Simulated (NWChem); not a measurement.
# Correlation energy of ethylene (C$_{2}$H$_{4}$)

```xyz
6

C      0.0000     0.0000     0.6703
C      0.0000     0.0000    -0.6703
H      0.9374     0.0000     1.2507
H     -0.9374     0.0000     1.2507
H     -0.9374     0.0000    -1.2507
H      0.9374     0.0000    -1.2507
```
Charge 0, spin multiplicity 1.

All runs are NWChem calculations. All single points use one geometry, from PBE/def2-SVP, a minimum by its harmonic frequencies.

Basis set: def2-TZVP. Each correlation energy counts from its own Hartree-Fock reference.

The correlated methods keep 2 core orbitals frozen. Coupled-cluster values serve here as a point of comparison, not as the truth.

Problem. One of these methods gave a correlation energy of -351.5 mHa. Which?
A) MP2
B) CCSD(T)
C) CCSD
D) SCS-MP2

Solution. C, CCSD. The others give -325.1 (MP2), -366.1 (CCSD(T)), -329.5 (SCS-MP2).
